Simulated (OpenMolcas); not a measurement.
# A workflow on [AlH4]− (SMILES [H][Al-]([H])([H])[H])

Wanted: a single-point energy (UHF/STO-3G), then the energy (CASSCF(2,2)/STO-3G), then a single-point energy (CASPT2(2,2)/STO-3G), then a single-point energy (SC-NEVPT2(2,2)/STO-3G), then the energy (MRCI(2,2)/STO-3G) of [AlH4]−. 

The calculation is run with OpenMolcas 26.06.

## (1) Starting point

[AlH4]− has 5 atoms, charge -1, and is taken as a singlet. SMILES: `[H][Al-]([H])([H])[H]`. The Al1–H3 distance was set to 2.442 Å, away from the relaxed value. At this shape a bond of the SMILES string is far longer than usual.

Bond lengths: Al1–H2 1.627 Å, Al1–H4 1.628 Å, Al1–H5 1.628 Å. Angles: H2–Al1–H4 109.4°, H2–Al1–H5 109.6°, H4–Al1–H5 109.6°.

## (2) A single-point energy at UHF/STO-3G (run 1)

The input, step1.inp:

```
* AlH4 Hartree-Fock

&GATEWAY
 BasLib=$CurrDir
 BasisSet
 Al.STO-3G....
 Al1 -0.767163 -0.008120 0.276414 angstrom
 End of Basis
 BasisSet
 H.STO-3G....
 H2 -0.752853 -0.026360 1.903494 angstrom
 H3 1.530040 0.013000 -0.552880 angstrom
 H4 -1.539623 1.327080 -0.243716 angstrom
 H5 -1.533253 -1.333760 -0.277626 angstrom
 End of Basis

&SEWARD

&SCF
 UHF
 Charge=-1
 Scramble=0.25
 PrOrbitals=1 1
```

The basis set STO-3G is read from a file made from the Basis Set Exchange's data (not shown).

The run is started by

```console
$ export MOLCAS_MEM=1860
$ pymolcas step1.inp > step1.log
```

Log:

```text
--- Start Module: gateway ---
[...]
--- Stop Module: gateway /rc=_RC_ALL_IS_WELL_ ---
--- Start Module: seward ---
[...]
      Basis functions           13
--- Stop Module: seward /rc=_RC_ALL_IS_WELL_ ---
--- Start Module: scf ---
[...]
       Convergence after  19 Iterations
[...]
::    Total SCF energy                               -241.0106234230
[...]
      Total spin, S                                     0.1103246677
[...]
      Total electronic charge=   18.000000
      Total            charge=   -1.000000
[...]
      Dipole Moment (debye):
      Origin of the operator (angstrom)=   -0.7420   -0.0077    0.2674
                   X= -2.6213E+00               Y= -3.5515E-02               Z=  9.4076E-01           Total=  2.7852E+00
      Center of Charge (angstrom)
[...]
--- Stop Module: scf /rc=_RC_ALL_IS_WELL_ ---
[...]
```

Wall time 1.9 s (1 thread of Intel Xeon Platinum 8488C (Sapphire Rapids), shared host); peak memory 0.37 GiB.

## (3) The energy at CASSCF(2,2)/STO-3G (run 2)

The input, step2.inp:

```
&GATEWAY
BasLib
$CurrDir
BasisSet
Al.STO-3G....
Al1 -0.767163 -0.008120 0.276414 angstrom
End of Basis
BasisSet
H.STO-3G....
H2 -0.752853 -0.026360 1.903494 angstrom
H3 1.530040 0.013000 -0.552880 angstrom
H4 -1.539623 1.327080 -0.243716 angstrom
H5 -1.533253 -1.333760 -0.277626 angstrom
End of Basis
&SEWARD
&RASSCF
FileOrb
$CurrDir/step1.UnaOrb
Spin
1
Nactel
2 0 0
Inactive
8
Ras2
2
OrbListing
Nothing
OrbAppear
Compact
```

The basis set STO-3G is read from a file made from the Basis Set Exchange's data (not shown).

The run is started by

```console
$ export MOLCAS_MEM=1860
$ pymolcas step2.inp > step2.log
```

Log:

```text
--- Start Module: gateway ---
[...]
--- Stop Module: gateway /rc=_RC_ALL_IS_WELL_ ---
--- Start Module: seward ---
[...]
      Basis functions           13
--- Stop Module: seward /rc=_RC_ALL_IS_WELL_ ---
--- Start Module: rasscf ---
[...]
      Number of active orbitals                  2
[...]
      Spin quantum number                      0.0
[...]
      Active orbitals                            2
[...]
      Number of CSFs                             3
[...]
      Number of root(s) required                 1
[...]
      Convergence after  7 iterations
[...]
      printout of CI-coefficients larger than  0.05 for root  1
      energy=    -241.038905
      conf/sym  11     Coeff  Weight
             1  20   0.97561 0.95181
             3  02  -0.21952 0.04819
      Natural orbitals and occupation numbers for root  1
      sym 1:   1.903621   0.096379
      ************************************************************************************************************************
      *                                                    Final results                                                     *
[...]
::    RASSCF root number  1 Total energy:   -241.03890473
[...]
      Total electronic charge=   18.000000
      Total            charge=   -1.000000
[...]
      Dipole Moment (debye):
      Origin of the operator (angstrom)=   -0.7420   -0.0077    0.2674
                   X= -1.4354E+00               Y= -2.4355E-02               Z=  5.1287E-01           Total=  1.5245E+00
      Center of Charge (angstrom)
[...]
--- Stop Module: rasscf /rc=_RC_ALL_IS_WELL_ ---
[...]
```

Wall time 1.8 s (1 thread of Intel Xeon Platinum 8488C (Sapphire Rapids), shared host); peak memory 0.37 GiB.

## (4) The energy at CASPT2(2,2)/STO-3G (run 3)

The input, step3.input:

```
&gateway
  baslib
  $CurrDir
  basisset
  Al.STO-3G....
  Al1 -0.767163 -0.008120 0.276414 angstrom
  End of Basis
  basisset
  H.STO-3G....
  H2 -0.752853 -0.026360 1.903494 angstrom
  H3 1.530040 0.013000 -0.552880 angstrom
  H4 -1.539623 1.327080 -0.243716 angstrom
  H5 -1.533253 -1.333760 -0.277626 angstrom
  End of Basis

&seward

&rasscf
  fileorb
  $CurrDir/step2.RasOrb
  spin
  1
  nactel
  2 0 0
  inactive
  8
  ras2
  2
  orblisting
  Nothing
  orbappear
  Compact

&caspt2
  imaginary
  0.1
  frozen
  5
```

The basis set STO-3G is read from a file made from the Basis Set Exchange's data (not shown).

The run is started by

```console
$ export MOLCAS_MEM=1860
$ pymolcas step3.input > step3.log
```

Log:

```text
--- Start Module: gateway ---
[...]
--- Stop Module: gateway /rc=_RC_ALL_IS_WELL_ ---
[...]
      Basis functions           13
[...]
--- Start Module: rasscf ---
[...]
      Number of active orbitals                  2
[...]
      Spin quantum number                      0.0
[...]
      Active orbitals                            2
[...]
      Number of CSFs                             3
[...]
      Number of root(s) required                 1
[...]
      Convergence after  4 iterations
[...]
      printout of CI-coefficients larger than  0.05 for root  1
      energy=    -241.038905
      conf/sym  11     Coeff  Weight
             1  20   0.97561 0.95181
             3  02  -0.21952 0.04819
      Natural orbitals and occupation numbers for root  1
      sym 1:   1.903621   0.096379
      ************************************************************************************************************************
      *                                                    Final results                                                     *
[...]
::    RASSCF root number  1 Total energy:   -241.03890473
[...]
      Total electronic charge=   18.000000
      Total            charge=   -1.000000
[...]
      Dipole Moment (debye):
      Origin of the operator (angstrom)=   -0.7420   -0.0077    0.2674
                   X= -1.4354E+00               Y= -2.4356E-02               Z=  5.1287E-01           Total=  1.5245E+00
      Center of Charge (angstrom)
[...]
--- Stop Module: rasscf /rc=_RC_ALL_IS_WELL_ ---
--- Start Module: caspt2 ---
[...]
 ###    WARNING: User changed nr of frozen orbitals.                         ###
 ###############################################################################
[...]
      E2 (Variational):          -0.0333597274
      Total energy:            -241.0722644576
[...]
      Reference weight:           0.98233
[...]
::    CASPT2 Root  1     Total energy:   -241.07226446
[...]
--- Stop Module: caspt2 /rc=_RC_ALL_IS_WELL_ ---
[...]
```

It took 1.9 s on 1 thread of Intel Xeon Platinum 8488C (Sapphire Rapids), shared host; peak memory 0.37 GiB.

## (5) A single-point energy at SC-NEVPT2(2,2)/STO-3G (run 4)

The input, step4.inp:

```
* AlH4 NEVPT2
&GATEWAY
BasLib=$CurrDir
BasisSet
Al.STO-3G....
Al1 -0.767163 -0.008120 0.276414 angstrom
End of Basis
BasisSet
H.STO-3G....
H2 -0.752853 -0.026360 1.903494 angstrom
H3 1.530040 0.013000 -0.552880 angstrom
H4 -1.539623 1.327080 -0.243716 angstrom
H5 -1.533253 -1.333760 -0.277626 angstrom
End of Basis
&SEWARD
&RASSCF
FileOrb=$CurrDir/step2.RasOrb
Spin=1
Nactel=2 0 0
Inactive=8
Ras2=2
OrbListing=Nothing
OrbAppear=Compact
&CASPT2
SC-NEVPT2
Frozen=5
```

The basis set STO-3G is read from a file made from the Basis Set Exchange's data (not shown).

The run is started by

```console
$ export MOLCAS_MEM=1860
$ pymolcas step4.inp > step4.log
```

Log:

```text
--- Start Module: gateway ---
[...]
--- Stop Module: gateway /rc=_RC_ALL_IS_WELL_ ---
[...]
      Basis functions           13
[...]
--- Start Module: rasscf ---
[...]
      Number of active orbitals                  2
[...]
      Spin quantum number                      0.0
[...]
      Active orbitals                            2
[...]
      Number of CSFs                             3
[...]
      Number of root(s) required                 1
[...]
      Convergence after  4 iterations
[...]
      printout of CI-coefficients larger than  0.05 for root  1
      energy=    -241.038905
      conf/sym  11     Coeff  Weight
             1  20   0.97561 0.95181
             3  02  -0.21952 0.04819
      Natural orbitals and occupation numbers for root  1
      sym 1:   1.903621   0.096379
      ************************************************************************************************************************
      *                                                    Final results                                                     *
[...]
::    RASSCF root number  1 Total energy:   -241.03890473
[...]
      Total electronic charge=   18.000000
      Total            charge=   -1.000000
[...]
      Dipole Moment (debye):
      Origin of the operator (angstrom)=   -0.7420   -0.0077    0.2674
                   X= -1.4354E+00               Y= -2.4356E-02               Z=  5.1287E-01           Total=  1.5245E+00
      Center of Charge (angstrom)
[...]
--- Stop Module: rasscf /rc=_RC_ALL_IS_WELL_ ---
--- Start Module: caspt2 ---
[...]
 ###    WARNING: User changed nr of frozen orbitals.                         ###
 ###############################################################################
[...]
      E2 (Variational):          -0.0329856086
[...]
      E2 (Variational):          -0.0329710058
      Total energy:            -241.0718757360
[...]
      Reference weight:           0.98264
[...]
::    SC-NEVPT2 Root  1     Total energy:   -241.07187574
[...]
--- Stop Module: caspt2 /rc=_RC_ALL_IS_WELL_ ---
[...]
```

Run time: 1.8 s. Hardware: 1 thread of Intel Xeon Platinum 8488C (Sapphire Rapids), shared host; peak memory 0.37 GiB.

## (6) The energy at MRCI(2,2)/STO-3G (run 5)

The input, step5.inp:

```
&GATEWAY
BasLib=$CurrDir
BasisSet
Al.STO-3G....
Al1 -0.767163 -0.008120 0.276414 angstrom
End of Basis
BasisSet
H.STO-3G....
H2 -0.752853 -0.026360 1.903494 angstrom
H3 1.530040 0.013000 -0.552880 angstrom
H4 -1.539623 1.327080 -0.243716 angstrom
H5 -1.533253 -1.333760 -0.277626 angstrom
End of Basis
&SEWARD
&RASSCF
FileOrb=$CurrDir/step2.RasOrb
Spin=1
Nactel=2 0 0
Inactive=8
Ras2=2
OrbListing=Nothing
OrbAppear=Compact
&MOTRA
LumOrb
Frozen=5
&GUGA
Electrons=8
Spin=1
Inactive=3
Active=2
CIAll=1
&MRCI
SDCI
```

The basis set STO-3G is read from a file made from the Basis Set Exchange's data (not shown).

The run is started by

```console
$ export MOLCAS_MEM=1860
$ pymolcas step5.inp > step5.log
```

Log:

```text
--- Start Module: gateway ---
[...]
--- Stop Module: gateway /rc=_RC_ALL_IS_WELL_ ---
[...]
      Basis functions           13
[...]
      Number of active orbitals                  2
[...]
      Spin quantum number                      0.0
[...]
      Active orbitals                            2
[...]
      Number of CSFs                             3
[...]
      Number of root(s) required                 1
[...]
      Convergence after  4 iterations
[...]
      printout of CI-coefficients larger than  0.05 for root  1
      energy=    -241.038905
      conf/sym  11     Coeff  Weight
             1  20   0.97561 0.95181
             3  02  -0.21952 0.04819
      Natural orbitals and occupation numbers for root  1
      sym 1:   1.903621   0.096379
      ************************************************************************************************************************
      *                                                    Final results                                                     *
[...]
::    RASSCF root number  1 Total energy:   -241.03890473
[...]
      Dipole Moment (debye):
      Origin of the operator (angstrom)=   -0.7420   -0.0077    0.2674
                   X= -1.4354E+00               Y= -2.4356E-02               Z=  5.1287E-01           Total=  1.5245E+00
      Center of Charge (angstrom)
[...]
      *** WARNING: Default frozen orbitals is overwritten by user input.
      *** Default values:   2
[...]
--- Start Module: guga ---
[...]
--- Stop Module: guga /rc=_RC_ALL_IS_WELL_ ---
--- Start Module: mrci ---
[...]
       (But an ACPF correction will be computed)
       USE THE DEFAULT ACPF G-VALUE GFAC=  0.25000000000000000
[...]
                      CI ENERGY:  -241.08684321
[...]
                ACPF CORRECTION:    -0.00138512
[...]
      Total electronic charge=   18.000000
      Total            charge=   -1.000000
[...]
     ACPF CORRECTION:     -0.00138512
[...]
  CI State   1     Total energy:   -241.08684321     QDav:     -0.00186479     QACPF:     -0.00138512
[...]
--- Stop Module: mrci /rc=_RC_ALL_IS_WELL_ ---
[...]
```

Run time: 1.8 s. Hardware: 1 thread of Intel Xeon Platinum 8488C (Sapphire Rapids), shared host; peak memory 0.37 GiB.

## (7) Summary of results

```
                                                                quantity          value
                                         run 1, UHF/STO-3G: total energy  -241.01062 Eh
                                          run 1, UHF/STO-3G: HOMO energy        2.74 eV
                                          run 1, UHF/STO-3G: LUMO energy       15.30 eV
run 1, UHF/STO-3G: HOMO–LUMO gap (to an unbound level, set by the basis)       12.55 eV
                                                 run 1, UHF/STO-3G: ⟨S²⟩          0.122
                                 run 2, CASSCF(2,2)/STO-3G: total energy  -241.03890 Eh
                                 run 3, CASPT2(2,2)/STO-3G: total energy  -241.07226 Eh
                              run 4, SC-NEVPT2(2,2)/STO-3G: total energy  -241.07188 Eh
                                   run 5, MRCI(2,2)/STO-3G: total energy  -241.08684 Eh
```

What this shows: ⟨S²⟩ (run 1, UHF/STO-3G) is 0.12 where a pure singlet has 0.00: the reference is spin-contaminated. The HOMO (run 1, UHF/STO-3G) lies at positive energy, 2.74 eV: the electron is unbound at this level or held by a compact basis; values depend on the basis. Mulliken charges (run 2, CASSCF(2,2)/STO-3G) run from -0.40 on H2 to +0.61 on Al1. Mulliken charges (run 5, MRCI(2,2)/STO-3G) of the CASSCF density run from -0.40 on H2 to +0.61 on Al1.
